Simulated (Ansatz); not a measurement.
fcc Cu was calculated with RPBE (Ansatz, an electronic-structure program, PAW).

Run with plane-wave cutoff 520 eV, 26×26×26 k mesh, Fermi–Dirac smearing 0.05 eV, no spin polarisation, scalar-relativistic PAW data made under PBE.

Pressure at four volumes; x = ln(V/12.381 Å³). One pressure is withheld.

```json
[
 {"V (Å³/atom)": "11.638", "x": "-0.0619", "P (GPa)": "9.00"},
 {"V (Å³/atom)": "12.381", "x": "0.0000", "P (GPa)": "0.02"},
 {"V (Å³/atom)": "12.876", "x": "0.0392", "P (GPa)": "-4.39"},
 {"V (Å³/atom)": "13.124", "x": "0.0583", "P (GPa)": "?"}
]
```

Problem. Pass a parabola P(x) through the three rows shown, estimate the bulk modulus and its pressure derivative near zero pressure, and predict the withheld pressure.

Solution. Slopes between the rows: (0.02 − (9.00))/(0.0000 − (-0.0619)) = -145.07 and (-4.39 − (0.02))/(0.0392 − (0.0000)) = -112.50 GPa. Their difference over the span 0.1011 is c = 32.57/0.1011 = 322.2 GPa, so P(x) = 9.00 + (-145.07)(x − (-0.0619)) + 322.2 (x − (-0.0619))(x − (0.0000)). At the middle row B = −dP/dx = −[-145.07 + 322.2 × 0.0619] = 125.1 GPa, and B′ = dB/dP = 2c/B = 5.2. At x = 0.0583 the parabola gives -6.18 GPa; the run gives -6.22 GPa. The Birch–Murnaghan fit to the energies at all volumes has B0 = 124 GPa and B′ = 5.1.

Measured, for comparison: bulk modulus 144 GPa (0 K value with the zero-point phonon effect removed, sources range from 140 to 145; as tabulated in Mejia-Rodriguez and Trickey (2018), arXiv:1807.09216). Computed less measured: bulk modulus -14 % (-11 % to -14 % over the range).
